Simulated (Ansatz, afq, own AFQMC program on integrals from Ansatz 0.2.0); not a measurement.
**CH4F, doublet: AFQMC among the cluster methods**

```yaml
atoms:
  - { symbol: C, position_ang: [-1.2223, 0.0000, 0.0000] }
  - { symbol: H, position_ang: [-1.5855, 1.0273, 0.0000] }
  - { symbol: H, position_ang: [-1.5855, -0.5137, 0.8897] }
  - { symbol: H, position_ang: [-1.5855, -0.5137, -0.8897] }
  - { symbol: H, position_ang: [0.1187, 0.0000, 0.0000] }
  - { symbol: F, position_ang: [1.0187, 0.0000, 0.0000] }
```

Connectivity, by distances: CH3 ··· FH.

Basis cc-pVTZ. Noble-gas cores (and the filled d shells of Ga–Kr and In–Xe) are frozen. Ansatz 0.2.0 and our own AFQMC program on the same integrals; the CISD trial comes from CCSD amplitudes, and released means the phaseless constraint is let go. Uncertainties: one standard error, sampling alone.

Determinant: UHF, the one that the program's search chose, which needn't be the lowest solution. The geometry is a point of a scan.

No full CI on the walks' own integrals is used here. The released AFQMC energy serves as the reference, which it does only where one determinant dominates, the energy is flat over the last release times and near the phaseless one (40 meV or 2 meV an electron, half that with transition metals). On small molecules, where full CI could be run and the noise was under 10 meV, such values lay within 10 meV of it in 19 cases of 20, a flattering rate, since the rule was set on those same cases; what remains of the bias isn't in the error bar.

Cautions: the released value is read at 1.50 1/Eh with a noise of 10 meV, more than in the cases checked (meV from the phaseless value at times in 1/Eh: -15 ± 6 at 0.24, -7 ± 8 at 0.51, 10 ± 6 at 0.99, 1 ± 10 at 1.50).

- T1 diagnostic: 0.0110
- weight of the determinant in the CISD state: 0.891
- ⟨S²⟩ of the determinant: 0.763
- size of the correlated space: 15 electrons in 114 orbitals

```
  level  correlation energy (eV)
    MP2                 -11.9935
   CCSD                 -12.5819
CCSD(T)                 -12.9280
```

Task: Estimate where phaseless AFQMC with a CISD trial lies against CCSD(T) on the same integrals.

Result: 0.46 ± 0.18 kcal/mol below CCSD(T).

Reference: AFQMC with the constraint released, correlation energy -12.947 ± 0.010 eV.

| level | E − E(reference) (kcal/mol) | share of correlation (%) |
| --- | --- | --- |
| CCSD(T) | 0.44 ± 0.24 | 99.85 |
| ph-AFQMC/HF | 0.71 ± 1.60 | 99.76 |
| ph-AFQMC/CISD | -0.02 ± 0.30 | 100.01 |

A walk keeps the symmetry of its determinant, which the program's search chose and which needn't be the lowest solution, so a lower state of the same spin and another symmetry isn't excluded. Released energies are given only where the last usable release times agree within the noise; a slower fall can still hide under it.
